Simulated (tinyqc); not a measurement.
Orbital energy against energy difference: ionisation energy by orbital energies and by energy differences in the cc-pvdz basis, for HF, spin multiplicity 1. Computed by the program tinyqc with PySCF. The cation is unrestricted; errors are against CCSD(T) in this basis, not against experiment.

Geometry (angstrom):
```
atom       x       y       z
F     0.0000  0.0000  0.0000
H     0.0000  0.0000  0.8360
```

CCSD(T) difference in the same basis = 15.7826 eV

IP-EOM-CCSD = 15.5522 eV

First vertical ionisation energy (eV):
```
method     -e(HOMO)  E(cation) - E  error of -e(HOMO)  error of the difference
HF          17.3490      14.528660             1.5664                  -1.2539
LDA          8.6531      16.537072            -7.1295                   0.7545
PBE          8.5112      16.101537            -7.2714                   0.3190
PBE0        11.0110      16.032478            -4.7716                   0.2499
CAM-B3LYP   12.5173      16.154676            -3.2652                   0.3721
LC-wPBE     13.8681      16.216543            -1.9145                   0.4340
```

Estimate the missing row, method = B3LYP.

Computed row:
```
method  -e(HOMO)  E(cation) - E  error of -e(HOMO)  error of the difference
B3LYP    10.5632      16.160336            -5.2194                   0.3778
```

Koopmans errs by +1.57 eV and Delta-HF by -1.25 eV: relaxation, 2.82 eV, lowers the value and the missing correlation difference works against it. The PBE level is off by -7.3 eV through the wrong tail of its potential, though its energy difference is off by +0.32 eV; exact exchange deepens the level, and among the orbital energies HF comes closest; among the differences PBE0 does.
